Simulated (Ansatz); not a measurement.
```yaml
crystal:
  periodic: [false, false, false]
  atoms:
    - {symbol: Si, position_ang: [1.649615, 0.100224, 0.445514]}
    - {symbol: Si, position_ang: [-0.331568, -0.166249, -0.441538]}
    - {symbol: H, position_ang: [0.975572, 0.681410, 1.704558]}
    - {symbol: H, position_ang: [-1.707519, 0.136359, 0.100644]}
    - {symbol: H, position_ang: [-0.586100, -0.751745, -1.809187]}
basis:
  gaussian: {orbitals: cc-pVDZ}
magnetization: {spin_polarized: false, initial_magnetization: 1}
hamiltonian: {xc: {name: r2SCAN50}, dispersion: d3bj}
scf: {lower_state_search: off}
output: {forces: true}
```

```sh
$ ansatz run in.yaml --threads 4 --pin off --events-out ev --progress --plain --max-ram 3916MiB
```

Shortened log:

```
Warning: the engine holds no damping parameters fitted to this dispersion correction and functional, so the run takes those fitted to r2scan50 beside the three-body term, which d3bj leaves out (hamiltonian.dispersion, under Limitations)
Functional definition: r2SCAN50
497 factors; integrals over basis functions are off by at most 1.2e-3 eV
mean field evaluation 1: about -15798.9369 eV, gradient 5.7e0 eV
mean field evaluation 2: about -15798.9364 eV, gradient 5.7e0 eV
mean field evaluation 4: about -15799.1280 eV, gradient 8.3e-1 eV
mean field evaluation 8: about -15799.1336 eV, gradient 3.9e-2 eV
mean field evaluation 16: about -15799.1336 eV, gradient 3.3e-5 eV
mean field -15799.13361000 eV, -580.6074511302 hartree, gradient 8.4e-6 eV, S^2 0.750000; 0 other end points of the search recorded, 0 dependent functions left out
reference -15799.13361583 eV, -580.6074513445 hartree; 16, 15 occupied and 35, 36 virtual orbitals, 497 factors
Total energy: -15799.17096768 eV, -580.6088239996 hartree
Atom 0 at     1.649615     0.100224     0.445514 Å, force     1.191745     0.257971     0.754316 eV/Å
Atom 1 at    -0.331568    -0.166249    -0.441538 Å, force    -1.770737    -0.256837    -0.778249 eV/Å
Atom 2 at     0.975572     0.681410     1.704558 Å, force     0.077380    -0.102032    -0.232677 eV/Å
Atom 3 at    -1.707519     0.136359     0.100644 Å, force     0.318676    -0.018233    -0.018557 eV/Å
Atom 4 at    -0.586100    -0.751745    -1.809187 Å, force     0.182937     0.119131     0.275167 eV/Å
Dipole moment:    -0.256623    -0.014341    -0.071984 e Å
Checks for a lower state left out: stability, starts, cluster_reference, orbital_swaps, neighbouring_geometries, increment
```

Hardware: 4 threads of AMD EPYC 7B13 on a shared host. Wall time 0.7 s.

With spin_polarized false and unpaired electrons the run is restricted open-shell.
